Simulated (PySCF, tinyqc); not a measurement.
Ways to converge the cycle: SCF convergence aids in the sto-3g basis, for CH2, spin multiplicity 1. Computed by the program tinyqc with PySCF. RHF with one setting changed at a time; a run stops when the energy changes by less than 1e-09 hartree and the error matrix is below 1e-5. The start is random orbitals. Damping d keeps d of the old density; a shift (hartree) raises the virtual levels; DIIS n extrapolates F over n matrices.

Geometry (angstrom):
```
atom       x        y       z
C     0.0000   0.0000  0.0000
H     0.0000   0.9900  0.7040
H     0.0000  -0.9900  0.7040
```

lowest restricted solution found by these runs and by PySCF = -38.357214 hartree

Largest element of the error matrix X^T (FDS - SDF) X:
```
iteration    plain  damping 0.3  damping 0.6  shift 0.4   DIIS 3   DIIS 8
1          7.7e+00      7.7e+00      7.7e+00    7.7e+00  7.7e+00  7.7e+00
2          4.3e-01      2.3e+00      4.5e+00    5.4e-01  4.3e-01  4.3e-01
3          1.3e-01      7.5e-01      2.7e+00    2.7e-01  1.3e-01  1.3e-01
4          7.1e-02      2.5e-01      1.6e+00    1.6e-01  7.1e-02  7.1e-02
5          7.8e-02      8.6e-02      1.0e+00    1.0e-01  7.9e-02  7.9e-02
6          7.7e-02      7.1e-02      6.2e-01    6.5e-02  6.9e-02  6.4e-02
8          6.2e-02      7.5e-02      2.4e-01    7.0e-02  1.2e-02  7.2e-03
10         4.5e-02      6.7e-02      9.2e-02    7.8e-02  1.1e-03  3.4e-04
14         2.0e-02      4.3e-02      7.0e-02    7.3e-02  1.1e-05        -
20         5.4e-03      1.9e-02      5.4e-02    4.6e-02        -        -
30         6.0e-04      4.3e-03      2.6e-02    1.5e-02        -        -
45         2.2e-05      4.7e-04      7.9e-03    2.5e-03        -        -
60               -      5.0e-05      2.3e-03    4.1e-04        -        -
```

How each run ends:
```
run          iterations  E (hartree)                                                        state
plain                49   -38.357214                                                 lowest found
damping 0.3         >60   -38.357214  falls steadily but slowly, by a factor of about 0.86 a step
damping 0.6         >60   -38.357174  falls steadily but slowly, by a factor of about 0.92 a step
shift 0.4           >60   -38.357213  falls steadily but slowly, by a factor of about 0.89 a step
DIIS 3               15   -38.357214                                                 lowest found
DIIS 8               13   -38.357214                                                 lowest found
```

What does the comparison show, and why?

3 of 6 runs reach the lowest restricted solution found, in 13 to 49 iterations (fastest: DIIS 8). Not converged: damping 0.3, damping 0.6, shift 0.4. Plain steps already contract here, so damping only slows them. DIIS 3 and DIIS 8 gain by cancelling the error over several earlier matrices, much as a quasi-Newton step does. The restricted reference is unstable here: a spin-polarised solution lies 0.0268 hartree lower (PySCF), so results built on it describe a poor reference.
